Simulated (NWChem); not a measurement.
Program: NWChem. System: CH₂O, charge 1, spin multiplicity 2, at the geometry of a parent with another charge or spin, in a state set for the comparison that need not be this species' ground state. Its SCF solution wasn't tested for a lower state. Level: UHF/def2-TZVPD.

NWChem printed:

```
             Northwest Computational Chemistry Package (NWChem) 7.3.0
             --------------------------------------------------------

                                NWChem Input Module
                                -------------------

 Scaling coordinates for geometry "geometry" by  1.889725989
 (inverse scale =  0.529177249)

 Turning off AUTOSYM since
 SYMMETRY directive was detected!

                             Geometry "geometry" -> ""
                             -------------------------

 Output coordinates in angstroms (scale by  1.889725989 to convert to a.u.)

  No.       Tag          Charge          X              Y              Z
 ---- ---------------- ---------- -------------- -------------- --------------
    1 C                    6.0000     0.00000000     0.00000000     0.52280200
    2 O                    8.0000     0.00000000     0.00000000    -0.67326900
    3 H                    1.0000    -0.94442800     0.00000000     1.12467000
    4 H                    1.0000     0.94442800     0.00000000     1.12467000

 Effective nuclear repulsion energy (a.u.)      31.3560320609

            Nuclear Dipole moment (a.u.)
            ----------------------------
        X                 Y               Z
 ---------------- ---------------- ----------------
     0.0000000000     0.0000000000     0.0000000000

      Symmetry information
      --------------------

 Group name             C2v
 Group number             16
 Group order               4
 No. of unique centers     3

      Symmetry unique atoms

     1    2    3


 Summary of "ao basis" -> "" (spherical)
 ------------------------------------------------------------------------------
       Tag                 Description            Shells   Functions and Types
 ---------------- ------------------------------  ------  ---------------------
 *                         def2-tzvpd                 on all atoms

 Summary of "ao basis" -> "ao basis" (spherical)
 ------------------------------------------------------------------------------
       Tag                 Description            Shells   Functions and Types
 ---------------- ------------------------------  ------  ---------------------
 C                         def2-tzvpd               13       37   6s3p3d1f
 O                         def2-tzvpd               14       40   6s4p3d1f
 H                         def2-tzvpd                5        9   3s2p

                                 NWChem SCF Module
[...]
              MO Center= -3.3D-14,  1.4D-15,  4.4D-01, r^2= 1.9D+00
   Bfn.  Coefficient  Atom+Function         Bfn.  Coefficient  Atom+Function
  ----- ------------  ---------------      ----- ------------  ---------------
    11      0.384312  1 C  py                 8      0.323912  1 C  py
    14      0.308912  1 C  py                45     -0.260728  2 O  py
    48     -0.252335  2 O  py                51     -0.250428  2 O  py

 Vector   10  Occ=0.000000D+00  E=-1.157302D-01  Symmetry=a1
              MO Center=  1.5D-15,  3.2D-15,  1.0D+00, r^2= 8.1D+00
   Bfn.  Coefficient  Atom+Function         Bfn.  Coefficient  Atom+Function
  ----- ------------  ---------------      ----- ------------  ---------------
     6      3.264865  1 C  s                 43     -2.271729  2 O  s
     5      2.177224  1 C  s                 80     -1.193104  3 H  s
    89     -1.193104  4 H  s                 55     -0.486108  2 O  pz
    42     -0.363088  2 O  s                 84     -0.343192  3 H  px
    93      0.343192  4 H  px                 4     -0.291445  1 C  s

 center of mass
 --------------
 x =   0.00000000 y =   0.00000000 z =  -0.14031391

 moments of inertia (a.u.)
 ------------------
          46.117869619769           0.000000000000           0.000000000000
           0.000000000000          52.538098386157           0.000000000000
           0.000000000000           0.000000000000           6.420228766388

  Mulliken analysis of the total density
  --------------------------------------

    Atom       Charge   Shell Charges
 -----------   ------   -------------------------------------------------------
    1 C    6     5.76   0.86  1.12  0.54  0.67  0.12  0.00  1.16  1.07  0.12  0.04  0.07 -0.01  0.01
    2 O    8     7.92   0.79  1.18  0.62  0.99  0.30  0.01  1.76  1.77  0.44  0.00  0.01  0.04  0.00  0.00
    3 H    1     0.66   0.23  0.40 -0.00  0.02 -0.00
    4 H    1     0.66   0.23  0.40 -0.00  0.02 -0.00

  Mulliken analysis of the alpha density
  --------------------------------------

    Atom       Charge   Shell Charges
 -----------   ------   -------------------------------------------------------
    1 C    6     2.76   0.43  0.56  0.26  0.31  0.07 -0.00  0.53  0.47  0.06  0.02  0.04 -0.00  0.01
    2 O    8     4.49   0.40  0.59  0.33  0.51  0.14  0.01  1.14  1.11  0.26  0.00  0.00  0.02 -0.00  0.00
    3 H    1     0.38   0.13  0.24 -0.01  0.01 -0.00
    4 H    1     0.38   0.13  0.24 -0.01  0.01 -0.00

   Mulliken analysis of the beta density
   -------------------------------------

    Atom       Charge   Shell Charges
 -----------   ------   -------------------------------------------------------
    1 C    6     3.00   0.43  0.56  0.28  0.35  0.05  0.00  0.63  0.60  0.07  0.01  0.02 -0.01  0.01
    2 O    8     3.43   0.40  0.59  0.30  0.48  0.16  0.01  0.62  0.66  0.19  0.00  0.00  0.02  0.00  0.00
    3 H    1     0.28   0.10  0.17  0.00  0.01 -0.00
    4 H    1     0.28   0.10  0.17  0.00  0.01 -0.00

   Mulliken analysis of the spin density
   -------------------------------------

    Atom       Charge   Shell Charges
 -----------   ------   -------------------------------------------------------
    1 C    6    -0.25  -0.00  0.00 -0.02 -0.04  0.02 -0.00 -0.10 -0.13 -0.01  0.01  0.02  0.01  0.00
    2 O    8     1.06   0.00 -0.00  0.03  0.03 -0.03 -0.00  0.52  0.45  0.07  0.00 -0.00 -0.00 -0.00 -0.00
    3 H    1     0.09   0.03  0.07 -0.01 -0.00  0.00
    4 H    1     0.09   0.03  0.07 -0.01 -0.00  0.00

       Multipole analysis of the density wrt the origin
       ------------------------------------------------

     L   x y z        total         alpha         beta         nuclear
     -   - - -        -----         -----         ----         -------
     0   0 0 0      1.000000     -8.000000     -7.000000     16.000000

     1   1 0 0     -0.000000     -0.000000     -0.000000      0.000000
     1   0 1 0      0.000000      0.000000      0.000000      0.000000
     1   0 0 1      1.225958      1.096163      0.129795      0.000000

     2   2 0 0     -5.373009     -6.608480     -5.134909      6.370381
     2   1 1 0     -0.000000     -0.000000     -0.000000      0.000000
     2   1 0 1      0.000000      0.000000      0.000000      0.000000
     2   0 2 0     -7.193473     -3.635216     -3.558257      0.000000
     2   0 1 1      0.000000     -0.000000      0.000000      0.000000
     2   0 0 2     -4.610991    -17.590598    -14.860504     27.840110

 Task  times  cpu:        2.3s     wall:        2.3s

 Total times  cpu:        2.3s     wall:        2.3s
```

Q: Write an NWChem input that would produce this output.

A: This is not unique; one that fits is 
```
start mol
memory heap 200 mb stack 800 mb global 1000 mb
charge 1
geometry units angstroms nocenter noautoz
  C      0.000000     0.000000     0.522802
  O      0.000000     0.000000    -0.673269
  H     -0.944428     0.000000     1.124670
  H      0.944428     0.000000     1.124670
  symmetry group C2v
end
basis spherical
  * library def2-tzvpd
end
scf
  uhf
  nopen 1
  maxiter 100
  thresh 1e-7
  semidirect memsize 60000000 filesize 0
  # guess.movecs holds the orbitals of an unrestricted PBE0 run
  vectors input guess.movecs output mol.movecs
end
task scf energy
```
